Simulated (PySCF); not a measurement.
# CHOH: relaxation and vibrations of the triplet

Where does triplet CHOH go from a linear start, is the end point a minimum, and what are its modes, charges and moments?

The runs use PySCF 2.14.0; PBE0, basis C def2-TZVP, H def2-TZVP, O def2-TZVP, no relativity, density fitting.

## Step 1: Where the work starts

4 atoms, charge 0, spin multiplicity 3.

Bond lengths: C1–H2 1.070 Å, C1–O3 1.380 Å, O3–H4 0.960 Å. Angles: H2–C1–O3 180.0°, C1–O3–H4 130.0°.

```xyz
4
charge 0 multiplicity 3
C     0.0000    0.0000    0.0000
H     0.0000    0.0000    1.0700
O     0.0000    0.0000   -1.3800
H     0.7354    0.0000   -1.9971
```

## Step 2: Finding the electronic state

The steps below are one call of a driver around PySCF. For each, scf.py gives the equivalent set-up of the SCF; relaxations use the driver's own optimiser. After this first run the driver tries any further starts and a stability analysis.

The input, scf.py:

```python
from pyscf import gto, scf, dft
mol = gto.M(atom='''
C      0.000000     0.000000     0.000000
H      0.000000     0.000000     1.070000
O      0.000000     0.000000    -1.380000
H      0.735400     0.000000    -1.997100''',
    basis={'C': 'def2-TZVP', 'H': 'def2-TZVP', 'O': 'def2-TZVP'},
    charge=0, spin=2)
mf = dft.UKS(mol, xc='PBE0')
mf.grids.atom_grid = (50, 194)
aux = {'C': 'def2-universal-JKFIT', 'H': 'def2-universal-JKFIT', 'O': 'def2-universal-JKFIT'}
mf = mf.density_fit(auxbasis=aux)
mf.conv_tol = 1e-08
mf.diis_space = 10
mf.max_cycle = 60
mf.init_guess = 'minao'
mf.verbose = 4
mf.kernel()
```

On the command line:

```console
$ OMP_NUM_THREADS=2 python axn.py task.json out
```

What it wrote:

```text
init E= -114.342710389444
[... the frontier-level lines of each cycle are left out ...]
cycle= 1 E= -114.208240580574  delta_E= 0.134  |g|= 0.345  |ddm|= 1.13
cycle= 2 E= -114.149787485865  delta_E= 0.0585  |g|= 0.537  |ddm|= 0.42
cycle= 3 E= -114.253385758281  delta_E= -0.104  |g|= 0.0527  |ddm|= 0.273
cycle= 4 E= -114.254713767008  delta_E= -0.00133  |g|= 0.0175  |ddm|= 0.0495
cycle= 5 E= -114.254917214021  delta_E= -0.000203  |g|= 0.00588  |ddm|= 0.017
cycle= 6 E= -114.254946557841  delta_E= -2.93e-05  |g|= 0.00165  |ddm|= 0.00844
cycle= 7 E= -114.254949054924  delta_E= -2.5e-06  |g|= 0.000422  |ddm|= 0.00203
cycle= 8 E= -114.254949219077  delta_E= -1.64e-07  |g|= 8.28e-05  |ddm|= 0.000652
cycle= 9 E= -114.254949225591  delta_E= -6.51e-09  |g|= 1.78e-05  |ddm|= 0.000102
Extra cycle  E= -114.254949226091  delta_E= -5e-10  |g|= 8.09e-06  |ddm|= 4.19e-05
converged SCF energy = -114.254949226091  <S^2> = 2.0169654  2S+1 = 3.011289
```

This step, with its further starts and checks, needed 6 s of wall time on 2 threads of Arm Neoverse V1, shared host.

The starts that the driver tried:

```csv
start,energy (Eh)
the minimal-basis guess,-114.254949
a thermally smeared density,-114.254949
a smeared PBE density,-114.254949
```

The test of internal stability and the other starts found no lower solution of this spin.

## Step 3: Relaxing the triplet from the linear start

The program finds Cs symmetry in the start, which this walk keeps. Threshold on the gradient: 0.0003 Eh/bohr, with a further test on the energy change.

scf.py: that of step 2 with these lines changed.

```diff
@@ -3,4 +3,4 @@
-C      0.000000     0.000000     0.000000
-H      0.000000     0.000000     1.070000
-O      0.000000     0.000000    -1.380000
-H      0.735400     0.000000    -1.997100''',
+C     -0.024696     0.000000     0.766641
+H     -0.024696     0.000000     1.836641
+O     -0.024696     0.000000    -0.613359
+H      0.710704     0.000000    -1.230459''',
@@ -16 +15,0 @@
-mf.init_guess = 'minao'
```

Steps of the walk:

```csv
step,energy (Eh),change (kJ/mol),largest symmetric gradient (Eh/bohr)
0,-114.254949,0.00,0.06229
1,-114.266388,-30.03,0.04119
2,-114.269701,-38.73,0.02489
3,-114.275748,-54.61,0.06980
4,-114.282509,-72.36,0.06024
5,-114.288149,-87.17,0.03414
6,-114.291779,-96.70,0.02640
7,-114.294310,-103.34,0.00786
8,-114.294427,-103.65,0.00311
9,-114.294452,-103.71,0.00140
10,-114.294462,-103.74,0.00038
11,-114.294463,-103.74,0.00007
```

The walk took 11 s.

Positions (Å) and forces (eV/Å) along the way:

```
step 0
C   -0.025   0.000   0.767   0.305   0.000  -3.203
H   -0.025   0.000   1.837   0.374   0.000  -0.155
O   -0.025   0.000  -0.613  -1.635   0.000   2.342
H    0.711   0.000  -1.230   0.956   0.000   1.016
step 1
C   -0.052   0.000   0.685  -0.435   0.000   2.039
H    0.046   0.000   1.757   0.361   0.000  -0.560
O   -0.110   0.000  -0.600   0.676   0.000  -2.118
H    0.752   0.000  -1.082  -0.602   0.000   0.639
step 6
C   -0.422   0.000   0.679   1.358   0.000  -0.236
H    0.362   0.000   1.490  -1.064   0.000  -0.772
O   -0.142   0.000  -0.656   0.712   0.000   1.061
H    0.838   0.000  -0.753  -1.005   0.000  -0.052
step 11
C   -0.382   0.000   0.680   0.003   0.000  -0.002
H    0.319   0.000   1.507  -0.002   0.000   0.002
O   -0.124   0.000  -0.626   0.002   0.000  -0.002
H    0.824   0.000  -0.802  -0.003   0.000   0.002
```

End point (Cs, 11 steps, 103.7 kJ/mol gained): C–H 1.085 Å, C–O 1.331 Å, O–H 0.964 Å; C–O–H 111.7°, H–C–O 128.5°.

## Step 4: Vibrations and properties at this point

On the finer grid the gradient is checked again; gradients at displacements of ±0.02 bohr then give force constants and infrared intensities.

scf.py: that of step 3 with these lines changed.

```diff
@@ -3,4 +3,4 @@
-C     -0.024696     0.000000     0.766641
-H     -0.024696     0.000000     1.836641
-O     -0.024696     0.000000    -0.613359
-H      0.710704     0.000000    -1.230459''',
+C     -0.201353     0.000000     0.717884
+H      0.499262     0.000000     1.545907
+O      0.056536     0.000000    -0.587907
+H      1.004547     0.000000    -0.764029''',
@@ -10 +10 @@
-mf.grids.atom_grid = (50, 194)
+mf.grids.atom_grid = (75, 302)
@@ -13 +13 @@
-mf.conv_tol = 1e-08
+mf.conv_tol = 1e-10
```

The driver hands on the density of the step before, so the log starts near convergence.

Log of the central SCF (cycles and frontier levels):

```text
init E= -114.294462364013
[... the frontier-level lines of each cycle are left out ...]
cycle= 1 E= -114.294462364013  delta_E= 3.41e-13  |g|= 1.64e-06  |ddm|= 1.5e-06
Extra cycle  E= -114.294462364012  delta_E= 1.02e-12  |g|= 2.5e-06  |ddm|= 1.79e-06
converged SCF energy = -114.294462364012  <S^2> = 2.0053186  2S+1 = 3.0035436
```

The whole step took 32 s.

Geometry: Cs; C–H 1.085 Å, C–O 1.331 Å, O–H 0.964 Å; C–O–H 111.7°, H–C–O 128.6°.

Modes, for the most abundant isotopes:

| symmetry | ω (cm⁻¹) | IR (km/mol) | μ (u) |
| --- | --- | --- | --- |
| a'' | 562i | 3.2 | 1.22 |
| a' | 985 | 33.8 | 1.05 |
| a' | 1183 | 139 | 1.68 |
| a' | 1346 | 29.7 | 3.63 |
| a' | 3190 | 10.9 | 1.09 |
| a' | 3801 | 69.5 | 1.07 |

With 1 mode imaginary (up to 562i cm⁻¹) this point is a saddle.

Constants and moments:

```yaml
Dipole_moment: 2.30 D
Highest_occupied_level: -5.17 eV
Lowest_empty_level: -1.72 eV
Rotational_constants: 11.86, 1.117, 1.021 cm⁻¹
Zero-point_energy_real_modes: 62.8 kJ/mol
Principal_polarisabilities: 13.2, 14.6, 20.2 bohr³
Atomisation_energy_without_zero-point_energy: 1230 kJ/mol
Principal_traceless_quadrupole_moments_about_the_centre_of_mass: -2.67, -0.05, 2.71 D Å
Spin_squared_⟨S²⟩: 2.005
```

Charges (e) and bond orders:

```json
{"atom": "C1", "Mulliken": "-0.13", "Löwdin": "-0.32", "polar tensor": "0.18", "spin (Mulliken)": "1.83", "Mayer order to C1": "–"}
{"atom": "H2", "Mulliken": "0.16", "Löwdin": "0.09", "polar tensor": "0.08", "spin (Mulliken)": "0.02", "Mayer order to C1": "0.94"}
{"atom": "O3", "Mulliken": "-0.35", "Löwdin": "0.04", "polar tensor": "-0.55", "spin (Mulliken)": "0.12", "Mayer order to C1": "1.17"}
{"atom": "H4", "Mulliken": "0.33", "Löwdin": "0.19", "polar tensor": "0.29", "spin (Mulliken)": "0.04", "Mayer order to C1": "0.04"}
```

Outer orbital energies (eV). α occupied: -280.09, -30.32, -18.85, -15.63, -12.03, -11.92, -7.88, -5.17; empty: 0.74, 2.49, 4.54, 5.70. β occupied: -523.85, -279.24, -29.83, -17.43, -14.75, -11.37, -10.54; empty: -1.72, 0.21, 1.01, 3.04.

Mulliken populations on C1: s 3.33, p 2.71, d 0.08, f 0.01.

## Step 5: Following the imaginary mode

The atoms are moved a little along the softest imaginary mode and relaxed again.

The program finds C1 symmetry in the start.

scf.py: that of step 4 with these lines changed.

```diff
@@ -3,4 +3,4 @@
-C     -0.201353     0.000000     0.717884
-H      0.499262     0.000000     1.545907
-O      0.056536     0.000000    -0.587907
-H      1.004547     0.000000    -0.764029''',
+C     -0.201474     0.017755     0.717915
+H      0.499141    -0.120000     1.545938
+O      0.056415    -0.012914    -0.587876
+H      1.004427     0.113551    -0.763998''',
@@ -10 +10 @@
-mf.grids.atom_grid = (75, 302)
+mf.grids.atom_grid = (50, 194)
@@ -13 +13 @@
-mf.conv_tol = 1e-10
+mf.conv_tol = 1e-08
```

Energy and gradient, step by step:

```csv
step,energy (Eh),change (kJ/mol),largest gradient (Eh/bohr)
0,-114.295053,0.00,0.00766
1,-114.296935,-4.94,0.01045
2,-114.299276,-11.09,0.00717
3,-114.299845,-12.58,0.02198
4,-114.301299,-16.40,0.00432
5,-114.301770,-17.64,0.00345
6,-114.302073,-18.43,0.00387
7,-114.302125,-18.57,0.00063
8,-114.302133,-18.59,0.00038
9,-114.302134,-18.59,0.00005
```

The walk took 10 s.

Geometry (Å) and forces (eV/Å) at some steps:

```
step 0
C   -0.201   0.018   0.718   0.219   0.188   0.156
H    0.499  -0.120   1.546  -0.203  -0.094  -0.190
O    0.056  -0.013  -0.588   0.378  -0.167  -0.016
H    1.004   0.114  -0.764  -0.393   0.073   0.051
step 1
C   -0.187   0.087   0.720   0.375   0.188  -0.180
H    0.484  -0.160   1.552  -0.288  -0.115  -0.181
O    0.067  -0.080  -0.583   0.450  -0.134   0.351
H    0.995   0.152  -0.778  -0.537   0.061   0.010
step 5
C   -0.080   0.204   0.720   0.084   0.043   0.125
H    0.373  -0.242   1.611  -0.103  -0.009  -0.063
O    0.141  -0.198  -0.522   0.178  -0.013  -0.047
H    0.925   0.235  -0.896  -0.160  -0.022  -0.014
step 9
C   -0.032   0.230   0.726   0.002  -0.003   0.002
H    0.323  -0.263   1.633  -0.001   0.002  -0.002
O    0.178  -0.225  -0.502  -0.001  -0.001   0.000
H    0.890   0.256  -0.945   0.001   0.002   0.000
```

End point (C1, 9 steps, 18.6 kJ/mol gained): C–H 1.091 Å, C–O 1.326 Å, O–H 0.967 Å; C–O–H 111.7°, H–C–O 124.3°.

## Step 6: Hessian and properties

As before: finer grid, then central differences.

scf.py: that of step 5 with these lines changed.

```diff
@@ -3,4 +3,4 @@
-C     -0.201474     0.017755     0.717915
-H      0.499141    -0.120000     1.545938
-O      0.056415    -0.012914    -0.587876
-H      1.004427     0.113551    -0.763998''',
+C     -0.154189     0.258046     0.679801
+H      0.199932    -0.234541     1.586975
+O      0.055439    -0.196932    -0.547441
+H      0.767096     0.284661    -0.990720''',
@@ -10 +10 @@
-mf.grids.atom_grid = (50, 194)
+mf.grids.atom_grid = (75, 302)
@@ -13 +13 @@
-mf.conv_tol = 1e-08
+mf.conv_tol = 1e-10
```

Log of the central SCF (cycles and frontier levels):

```text
init E= -114.302143086468
[... the frontier-level lines of each cycle are left out ...]
cycle= 1 E= -114.302143086468  delta_E= -5.68e-13  |g|= 6.79e-07  |ddm|= 6.41e-07
Extra cycle  E= -114.302143086467  delta_E= 7.96e-13  |g|= 1.08e-06  |ddm|= 8.31e-07
converged SCF energy = -114.302143086467  <S^2> = 2.0051844  2S+1 = 3.0034543
```

The whole step needed 37 s of wall time on 2 threads of Arm Neoverse V1, shared host.

Geometry: C1; C–H 1.091 Å, C–O 1.326 Å, O–H 0.967 Å; C–O–H 111.7°, H–C–O 124.3°.

Modes, for the most abundant isotopes:

```csv
symmetry,ω (cm⁻¹),IR (km/mol),μ (u)
a,439,85.7,1.12
a,1085,80.5,1.25
a,1161,71.3,1.27
a,1333,40.8,4.73
a,3101,18.2,1.09
a,3724,48.2,1.07
```

No imaginary mode, so this is a minimum.

Constants and moments:

```
Dipole moment                                                   : 1.73 D
Highest occupied level                                          : -5.97 eV
Lowest empty level                                              : -1.45 eV
Rotational constants                                            : 12.06, 1.081, 1.067 cm⁻¹
Zero-point energy                                               : 64.9 kJ/mol
Principal polarisabilities                                      : 13.9, 14.1, 21.8 bohr³
Atomisation energy without zero-point energy                    : 1250 kJ/mol
Principal traceless quadrupole moments about the centre of mass : -3.19, -0.88, 4.07 D Å
Entropy at 298.15 K and 1 bar (electronic part: spin only)      : 237.3 J/(mol K)
Heat capacity Cp at 298.15 K                                    : 41.8 J/(mol K)
Enthalpy at 298.15 K above 0 K                                  : 10.78 kJ/mol
Rotational symmetry number                                      : 1
Spin squared ⟨S²⟩                                               : 2.005
```

Populations by atom (charges in e):

```csv
atom,Mulliken,Löwdin,polar tensor,spin (Mulliken),Mayer order to C1
C1,-0.14,-0.33,0.20,1.78,–
H2,0.15,0.09,0.05,0.05,0.94
O3,-0.35,0.05,-0.54,0.14,1.21
H4,0.34,0.19,0.29,0.03,0.03
```

Mulliken populations on C1: s 3.38, p 2.66, d 0.09, f 0.01.

## Step 7: All stationary points

| spin | group | bonds | imaginary modes (cm⁻¹) | ΔE (kJ/mol) | with zero-point energy |
| --- | --- | --- | --- | --- | --- |
| triplet | C1 | C–H 1.091 Å, C–O 1.326 Å, O–H 0.967 Å | none | 0.0 | 0.0 |
| triplet | Cs | C–H 1.085 Å, C–O 1.331 Å, O–H 0.964 Å | 562i | 20.2 | – |

## Step 8: Summary of results

| quantity | value |
| --- | --- |
| minimum | triplet, C1 |
| geometry | C–H 1.091 Å, C–O 1.326 Å, O–H 0.967 Å; C–O–H 111.7°, H–C–O 124.3° |
| wavenumbers (cm⁻¹) | 439 (a), 1085 (a), 1161 (a), 1333 (a), 3101 (a), 3724 (a) |
| dipole moment | 1.73 D |
| highest occupied, lowest empty level (either spin) | -5.97, -1.45 eV |
| polar-tensor charge of C1 | +0.20 e |
| zero-point energy | 64.9 kJ/mol |
| entropy at 298.15 K | 237.3 J/(mol K) |
| atomisation energy (no zero-point energy) | 1250 kJ/mol |
| ⟨S²⟩ | 2.005 |

**Reading.** The linear start ends in a minimum without symmetry. In the infrared the band at 439 cm⁻¹ (a) leads. Most of the spin sits on C1 (Mulliken spin 1.78, against 2 for the whole molecule). Only this shape and spin were tried, so other structures or states may lie lower.

The search up to here took 96 s.
